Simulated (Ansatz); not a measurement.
# CH6N+ (SMILES C[NH3+]): single points off equilibrium

How do the functionals fare away from a minimum? The structure is a structure displaced at random from a GFN2-xTB minimum.

Method: single points in def2-TZVPP; program: Ansatz 0.2.0, Gaussian basis.

Cores are frozen in the correlated methods.

## 1. The starting structure

SMILES `C[NH3+]`, 8 atoms, charge 1, spin multiplicity 1.

Atoms are counted from 1 here; the program's logs count them from 0.

Bond lengths: C1–H3 0.928 Å, C1–H4 1.095 Å, C1–H5 1.171 Å, N2–H6 1.049 Å, N2–H7 1.117 Å, N2–H8 0.746 Å. Angles: H3–C1–H4 117.8°, H3–C1–H5 120.5°, H4–C1–H5 108.0°, H6–N2–H7 99.9°, H6–N2–H8 123.2°, H7–N2–H8 106.1°.

As a file:

```xyz
8
charge 1, multiplicity 1
C    -0.29570    0.23600   -0.80390
N     0.08260   -0.39140    0.74140
H    -0.03610   -0.38980   -1.43810
H    -1.36780    0.35740   -0.61600
H     0.19930    1.29710   -0.77790
H     0.01770    0.40970    1.41500
H     1.19230   -0.50340    0.68330
H    -0.18670   -1.07190    0.88830
```

## 2. CCSD(T)/def2-TZVPP

run/in.yaml

```yaml
crystal:
  periodic: [false, false, false]
  atoms:
    - {symbol: C, position_ang: [-0.295700, 0.236000, -0.803900]}
    - {symbol: N, position_ang: [0.082600, -0.391400, 0.741400]}
    - {symbol: H, position_ang: [-0.036100, -0.389800, -1.438100]}
    - {symbol: H, position_ang: [-1.367800, 0.357400, -0.616000]}
    - {symbol: H, position_ang: [0.199300, 1.297100, -0.777900]}
    - {symbol: H, position_ang: [0.017700, 0.409700, 1.415000]}
    - {symbol: H, position_ang: [1.192300, -0.503400, 0.683300]}
    - {symbol: H, position_ang: [-0.186700, -1.071900, 0.888300]}
basis:
  gaussian: {orbitals: def2-TZVPP}
total_charge: 1
correlation: {method: ccsd_t}
output: {forces: true}
```

The command line of these runs was not kept.

## 3. PBE0-D4/def2-TZVPP

run/in.yaml: that of step 2 with these lines changed.

```diff
@@ -14,3 +14,3 @@
 total_charge: 1
-correlation: {method: ccsd_t}
-output: {forces: true}
+hamiltonian: {xc: pbe0, dispersion: d4}
+output: {forces: true, orbitals: {seedname: orbitals}}
```

## 4. wB97M-V/def2-TZVPP

run/in.yaml: that of step 3 with these lines changed.

```diff
@@ -14,3 +14,3 @@
 total_charge: 1
-hamiltonian: {xc: pbe0, dispersion: d4}
-output: {forces: true, orbitals: {seedname: orbitals}}
+hamiltonian: {xc: {name: wB97M-V}}
+output: {forces: true}
```

## 5. r2SCAN-D4/def2-TZVPP

run/in.yaml: that of step 4 with these lines changed.

```diff
@@ -14,3 +14,3 @@
 total_charge: 1
-hamiltonian: {xc: {name: wB97M-V}}
+hamiltonian: {xc: r2scan, dispersion: d4}
 output: {forces: true}
```

## 6. PBE-D4/def2-TZVPP

run/in.yaml: that of step 5 with these lines changed.

```diff
@@ -14,3 +14,3 @@
 total_charge: 1
-hamiltonian: {xc: r2scan, dispersion: d4}
+hamiltonian: {xc: pbe, dispersion: d4}
 output: {forces: true}
```

## 7. HSE06-D4/def2-TZVPP

run/in.yaml: that of step 6 with these lines changed.

```diff
@@ -14,3 +14,3 @@
 total_charge: 1
-hamiltonian: {xc: pbe, dispersion: d4}
+hamiltonian: {xc: hse06, dispersion: d4}
 output: {forces: true}
```

## 8. B97M-V/def2-TZVPP

run/in.yaml: that of step 7 with these lines changed.

```diff
@@ -14,3 +14,3 @@
 total_charge: 1
-hamiltonian: {xc: hse06, dispersion: d4}
+hamiltonian: {xc: {name: B97M-V}}
 output: {forces: true}
```

(Steps that only read results are left out.)

Before running it: what results should come out? Wanted: energy less free atoms, CCSD(T)/def2-TZVPP; RMS force component; RMS force error; HOMO and LUMO, PBE0-D4; T1 diagnostic.

The runs gave:

```
                                  quantity                                                                                           value
energy less free atoms, CCSD(T)/def2-TZVPP                                                                                  -1565.5 kJ/mol
                       RMS force component                                                            9.803 to 9.911 eV/Å over the methods
                           RMS force error  PBE0-D4 0.052, wB97M-V 0.071, r2SCAN-D4 0.080, PBE-D4 0.155, HSE06-D4 0.051, B97M-V 0.179 eV/Å
                    HOMO and LUMO, PBE0-D4                                                                             -17.31 and -5.63 eV
                             T1 diagnostic                                                                                           0.009
```

In words: Against CCSD(T) the functionals' energies less atoms differ by -93.2 to -49.7 kJ/mol, PBE-D4 by -93.2 kJ/mol. The reference is not at the basis limit: in triple zeta CCSD(T) underbinds, which counts against methods that bind more; the gaps are no ranking. The forces of HSE06-D4 come nearest to CCSD(T), those of B97M-V are farthest. Frozen-core CCSD(T) forces in triple zeta carry basis errors of their own, and this is one geometry, so small gaps rank nothing.
